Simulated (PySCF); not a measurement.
`C#Cc1[cH+]c1F` (charge +1). Level of theory: PBE0-D3(BJ)/def2-SVP geometry optimisation, gas phase in PySCF 2.14.0.

```
atom  x, y, z in Å
C1     2.2511    0.3094    0.7298
C2     1.1055    0.1552    0.3539
C3    -0.1955   -0.0290   -0.0616
C4    -1.2128    0.2473   -0.9787
C5    -1.4534   -0.5811    0.0612
F6    -2.2458   -1.3227    0.6946
H7     3.2720    0.4471    1.0613
H8    -1.5124    0.7812   -1.8851
```

What is the longest distance between nuclei?

F6···H7, 5.81 Å; the next longest distance is 5.63 Å.

How far are the heavy atoms from their best plane (unweighted least squares)?

0.000 Å rms; none is more than 0.001 Å off.

Work out the bond lengths C1≡C2, C1–H7, C2–C3, C3–C4, C3–C5, C4–C5, C4–H8, C5–F6 in Å.

For C1≡C2 the difference vector is (-1.1456, -0.1542, -0.3759) Å, of length 1.2155 Å. C1≡C2 1.216; C1–H7 1.082; C2–C3 1.378; C3–C4 1.397; C3–C5 1.379; C4–C5 1.351; C4–H8 1.094; C5–F6 1.257 Å.

What is the repulsion energy of the bare nuclei, Σ ZA·ZB/RAB?

177.51 Eh over 28 pairs, with full nuclear charges and distances in bohr; the largest single term is 22.74 Eh (C5 with F6).

How far apart are these pairs, which share no bond: C1···C3, C1···F6, C2···C4, C2···C5, C2···F6, C2···H7?

C1···C3 2.594 Å (2 bonds apart); C1···F6 4.784 Å (4 bonds apart); C2···C4 2.676 Å (2 bonds apart); C2···C5 2.679 Å (2 bonds apart); C2···F6 3.679 Å (3 bonds apart); C2···H7 2.298 Å (2 bonds apart).

What are the angles C1–C2–C3, C3–C4–C5, C3–C4–H8, C3–C5–C4, C3–C5–F6, C4–C5–F6?

From the scalar product of the two bond vectors; for C1–C2–C3 it is -1.6750 Å² over 1.2155 × 1.3781 Å², cos θ = -0.999946. C1–C2–C3 179.4°; C3–C4–C5 60.2°; C3–C4–H8 147.1°; C3–C5–C4 61.5°; C3–C5–F6 148.9°; C4–C5–F6 149.6°.

Where is the centre of mass (commonest isotopes), and what is the radius of gyration?

Mass 81.014 u; centre at (-0.431, -0.280, 0.168) Å; Rg = √(Σ m r²/M) = 1.852 Å. As Ia + Ib + Ic = 2 Σ m r², the three principal moments sum to 555.6 u·Å².

Give the dihedral angles H8–C4–C5–C3, C4–C3–C5–F6, C5–C3–C4–H8, C2–C3–C4–C5, C3–C4–C5–F6, H8–C4–C5–F6.

H8–C4–C5–C3 180° (antiperiplanar); C4–C3–C5–F6 180° (antiperiplanar); C5–C3–C4–H8 180° (antiperiplanar); C2–C3–C4–C5 180° (antiperiplanar); C3–C4–C5–F6 180° (antiperiplanar); H8–C4–C5–F6 0° (synperiplanar). Dihedral signs follow IUPAC: positive where, seen along the central bond, the front bond turns clockwise onto the rear one.

Write the matrix of distances between heavy atoms (Å, lower triangle).

```
C1    0.000
C2    1.216  0.000
C3    2.594  1.378  0.000
C4    3.863  2.676  1.397  0.000
C5    3.868  2.679  1.379  1.351  0.000
F6    4.784  3.679  2.540  2.516  1.257  0.000
```

Not checked by PBE0-D3(BJ)/def2-SVP frequencies.

Hardware: one thread of an Arm Neoverse N1 (shared host). Cost: 58 s wall. That covers the optimisation of the geometry.
